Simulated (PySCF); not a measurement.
Molfile (atoms numbered from 1):
```
CHP
     RDKit          3D

  3  2  0  0  0  0  0  0  0  0999 V2000
   -0.1456    0.0172    0.0080 C   0  0  0  0  0  0  0  0  0  0  0  0
    1.3801    0.1709   -0.1379 P   0  0  0  0  0  0  0  0  0  0  0  0
   -1.2191   -0.0906    0.1105 H   0  0  0  0  0  0  0  0  0  0  0  0
  1  2  3  0
  1  3  1  0
M  END
```

Geometry: PBE0-D3(BJ)/def2-SVP; GIAO absolute shieldings from PySCF 2.14, gas phase, non-relativistic, averaged over equivalent atoms.

At PBE0/aug-cc-pVDZ (59 basis functions, 1.9 s wall time on 1 thread of an Arm Neoverse V1, shared host):
```
atoms  σ (ppm)
   C1     38.2
   P2    388.3
   H3    28.89
```

Problem. Estimate the result of repeating the calculation with PBE0/cc-pVTZ.

Solution. 
| atoms | σ at PBE0/cc-pVTZ | change |
| --- | --- | --- |
| C1 | 22.1 | -16.1 |
| P2 | 341.0 | -47.3 |
| H3 | 29.25 | +0.36 |

The largest change is at P2 (phosphorus bonded to C). Cost: 78 basis functions, 2.4 s wall time on 1 thread of an Arm Neoverse V1, shared host.
